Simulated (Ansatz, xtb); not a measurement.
# Ligand exchange: C2H5Cl + NaCl → CH2Cl2 + CH3Na

Species: C2H5Cl (chloroethane) `CCCl`, singlet; NaCl, singlet; CH2Cl2 (dichloromethane) `ClCCl`, singlet; CH3Na `[CH3][Na]`, singlet. The partners trade CH3 for Cl: C–CH3 and Na–Cl bonds give way to C–Cl and Na–CH3.

Shapes, held fixed at every level: PBE0-D4/def2-TZVP. Programs: Ansatz 0.2.0, xtb 6.7.1. The zero-point and thermal change to 298 K, harmonic and unscaled (PBE0-D4/def2-TZVP), is -12.4 kJ/mol.

(1) Estimate ΔH(298 K) of this reaction.

Results:

(1) The highest level, CCSD(T)/def2-TZVPP, gives ΔH(298 K) = +302.9 kJ/mol; the levels span +279.2 to +366.8. The column of differences is taken from that level and isn't an error. No measured value is set beside it here. Correlated rows may include outer-core shells of Na, which these sets cover unevenly. Times are processor times on shared x86 and Arm servers, and rough.

```csv
level,kind,ΔH(298 K) (kJ/mol),less CCSD(T)/def2-TZVPP,CPU time (sum over the molecules)
GFN2-xTB,semi-empirical,+328.2,+25.3,0.16 s
HF/def2-SVP,Hartree–Fock,+366.8,+63.9,–
SPW92/def2-TZVPP,LDA,+279.2,-23.7,5.7 s
B3LYP-D4/def2-TZVPP,global hybrid,+294.4,-8.5,14 s
wB97X-V/def2-TZVPP,range-separated hybrid,+311.3,+8.4,28 s
CCSD(T)/def2-SVP,coupled cluster or CI,+322.0,+19.1,5.2 s
CCSD/def2-SVP,coupled cluster or CI,+327.8,+24.9,–
CCSD(T)/def2-TZVPP,coupled cluster or CI,+302.9,0.0,41 s
```
